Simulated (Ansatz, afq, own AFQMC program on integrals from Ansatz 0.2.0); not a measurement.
## Where AFQMC and coupled cluster stand for CH₂N, quartet

```xyz
4

N    -0.0301   -0.1308    0.6612
C     0.1162    0.1026   -0.7459
H    -0.2826    0.7427    1.1410
H    -0.6838   -0.1484   -1.4423
```

Connectivity, by distances: NH–CH.

Basis cc-pVDZ. Noble-gas cores (and the filled d shells of Ga–Kr and In–Xe) are frozen. AFQMC by an in-house program on the Cholesky factors that Ansatz 0.2.0 writes for its CCSD(T) run. ph-AFQMC/CISD is guided by a CISD state made of CCSD amplitudes; releasing the constraint for a short imaginary time cuts its bias at the price of noise, slowly where states lie close. Free projection: walkers drawn from exp(T), propagated without any constraint. Its projection time is finite, and what remains of the start isn't in its error. Error bars are statistical, one sigma.

Determinant: UHF, the one that the program's search chose, which needn't be the lowest solution. The geometry is a point of a scan.

No full CI on the walks' own integrals is used here; CCSDT(Q) serves as the reference and is uncertain by about the last step of the cluster series.

Cautions: lower spins were not checked.

The T1 diagnostic is 0.0195 and the weight of the determinant in the CISD state is 0.906. The ⟨S²⟩ of the determinant is 3.763 and the size of the correlated space is 11 electrons in 36 orbitals.

| level | correlation energy (eV) |
| --- | --- |
| MP2 | -5.8736 |
| CCSD | -6.7264 |
| CCSD(T) | -6.8801 |

Problem. Estimate where phaseless AFQMC with the Hartree–Fock trial lies against CCSD(T) on the same integrals.

Solution. 0.9 ± 3.7 kJ/mol below CCSD(T). The gap is under twice the noise, so this walk alone can't tell the two apart.

Reference: CCSDT(Q), correlation energy -6.913 eV. The released energy is read at 2.40 1/Eh (meV from the phaseless value at times in 1/Eh: -8 ± 11 at 0.24, 2 ± 9 at 0.51, 6 ± 11 at 0.99, -11 ± 14 at 1.62, -12 ± 14 at 2.40).

```json
{"level": "CCSD(T)", "E − E(reference) (kJ/mol)": "3.1", "share of correlation (%)": "99.53"}
{"level": "CCSDT", "E − E(reference) (kJ/mol)": "1.0", "share of correlation (%)": "99.85"}
{"level": "ph-AFQMC/HF", "E − E(reference) (kJ/mol)": "2.3 ± 3.7", "share of correlation (%)": "99.66"}
{"level": "ph-AFQMC/CISD", "E − E(reference) (kJ/mol)": "0.6 ± 1.0", "share of correlation (%)": "99.92"}
{"level": "released AFQMC", "E − E(reference) (kJ/mol)": "-0.6 ± 1.3", "share of correlation (%)": "100.09"}
{"level": "free AFQMC", "E − E(reference) (kJ/mol)": "-1.4 ± 1.0", "share of correlation (%)": "100.22"}
```

Free projections are given only where their last times agree within the noise and don't stop above the reference; a slow remainder of the start can still hide under it. Released energies are given only where the last usable release times agree within the noise; a slower fall can still hide under it.
